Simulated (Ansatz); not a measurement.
`C=C(C)CC` → isobutene + `[CH2]` (triplet) at 500 K and 1 bar (formal loss of a carbene).

Isolated molecules relaxed with PBE0-D4/def2-TZVP in Ansatz; ΔE leaves out vibrations. CCSD(T)/CBS is the MP2 limit (def2-TZVPP, def2-QZVPP) plus CCSD(T) − MP2 in def2-TZVPP, frozen cores. This one scheme is used for every species. Triplets are unrestricted, without spin–orbit coupling. One conformer a species, not always the lowest.

```json
{"species": "`C=C(C)CC`", "CCSD(T)/CBS energy (Eh)": "-196.27241", "H − E (kJ/mol)": "405.8", "S (J/(mol·K))": "396.7"}
{"species": "`C=C(C)C`", "CCSD(T)/CBS energy (Eh)": "-157.01236", "H − E (kJ/mol)": "321.4", "S (J/(mol·K))": "344.6"}
{"species": "`[CH2]` (triplet)", "CCSD(T)/CBS energy (Eh)": "-39.09499", "H − E (kJ/mol)": "62.7", "S (J/(mol·K))": "213.9"}
```

H − E and S are ideal-gas, rigid-rotor, harmonic terms from PBE0-D4/def2-TZVP, for one conformer and one mirror image of each species, with the whole ground term of open shells counted as degenerate. 1 Eh = 2625.50 kJ/mol, R = 8.31446 J/(mol·K).

Q: By hand: ΔE, ΔH, ΔS and ΔG.

A: ΔE = (-157.01236) + (-39.09499) − (-196.27241) = 0.16506 Eh = 433.4 kJ/mol. Δ(H − E) = 321.4 + 62.7 − 405.8 = -21.7, so ΔH = 411.7 kJ/mol. ΔS = 344.6 + 213.9 − 396.7 = 161.8 J/(mol·K). ΔG = 411.7 − 500 × (161.8)/1000 = 330.8 kJ/mol.

Q: By hand: the equilibrium constant, and the temperature at which ΔG would vanish if ΔH and ΔS stayed fixed.

A: log₁₀ K = −ΔG/(RT ln 10) = -34.6. ΔG = 0 at ΔH/ΔS = 2544 K, far beyond where these terms or the molecules hold.

The number of gas molecules changes by +1, which sets the sign of ΔS. A doubt of 5 kJ/mol in ΔE shifts log₁₀ K by 0.5 here. Other conformers and mirror images would add mixing entropy, several J/(mol·K) or more a flexible species. A triplet takes part, so the spin changes. These are equilibria of isolated gas molecules and say nothing of rates. Largest T1 diagnostic: 0.011 (customary marks: 0.02 for closed shells, 0.045 for open ones).
